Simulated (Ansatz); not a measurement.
Chalcopyrite ZnGeP₂ was calculated with BLYP (PAW; Ansatz, a first-principles code).

Settings: plane-wave cutoff 520 eV, 10×10×10 k mesh, Fermi–Dirac smearing 0.01 eV, scalar-relativistic PAW data made under PBE.

Computed at the level's own relaxed cell.

**Question.** Predict the volume per atom, bulk modulus, pressure derivative B′ of the bulk modulus and lattice parameter a.

**Answer.** 
- volume per atom = 21.68 Å³/atom
- bulk modulus = 61.7 GPa
- pressure derivative B′ of the bulk modulus = 4.7
- lattice parameter a = 5.602 Å

Measured, for comparison: bulk modulus 79 GPa (room temperature, not corrected to a static lattice; as tabulated in Isothermal phase behavior of Ag3SbS3, ZnGeP2, and ZnS (abstract)); lattice constant a 5.463 Å (temperature not stated, not corrected to a static lattice; as tabulated in Rashkeev et al. (1999), arXiv:cond-mat/9809378). Computed (rounded) less measured: bulk modulus -22 %, lattice constant a +2.5 %.

Note: the bulk modulus comes from volumes at which shape and atoms were relaxed.
